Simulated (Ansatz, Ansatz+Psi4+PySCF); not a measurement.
```yaml
atoms:
  - { symbol: N, position_ang: [0.0000, 0.0000, -1.1760] }
  - { symbol: C, position_ang: [0.0000, 0.0000, 0.0000] }
  - { symbol: O, position_ang: [0.0000, 0.0000, 1.1819] }
```

Basis set: cc-pVTZ (spherical functions). Frozen core: 3 orbitals. Correlation on ROHF uses semicanonical orbitals with singles. Charge 0, multiplicity 2.

Computed with Ansatz (development build ahead of 0.2.0); the reference of a correlated method needn't be the lowest determinant of its kind.

Problem. Give the atomization energy at this shape (free ground-state atoms in the same class of orbitals less the molecule, no zero-point energy) of doublet CNO by ROHF-CCSD(T), ROHF-CCSD, UHF-CCSD.

Solution.

```tsv
method	atomization energy
ROHF-CCSD(T)	1253.6 kJ/mol
ROHF-CCSD	1202.0 kJ/mol
UHF-CCSD	1203.9 kJ/mol
```

Caution: the reference determinant was not shown to be the lowest. Caution for UHF-CCSD: the unrestricted determinant is spin contaminated.
